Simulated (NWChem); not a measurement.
# DMSO (C2H6OS); SMILES CS(C)=O

All runs: NWChem. Pople sets run with spherical d functions. All runs use the structure optimised with PBE-D3(BJ)/def2-SVP. Level PBE/6-31G*: energy and gradient; each run changes one setting, and changes count from the defaults (medium grid, exact Coulomb integrals, symmetry on).

Problem. Which setting moves the energy most, and by about how much (defaults; tight SCF thresholds and tolerances; Coulomb fitting, Weigend set; extra-fine grid; coarse grid)?

Solution. Coulomb fitting, Weigend set, by about 300 μHa.
```
setting                              size of the energy change (μHa)  largest change of a gradient component (μHa/bohr)
-----------------------------------  -------------------------------  -------------------------------------------------
defaults                                                        < 10                                               < 30
Coulomb fitting, Weigend set                                     300                                                 50
tight SCF thresholds and tolerances                             < 10                                               < 30
coarse grid                                                     < 10                                                200
extra-fine grid                                                 < 10                                                 50
```
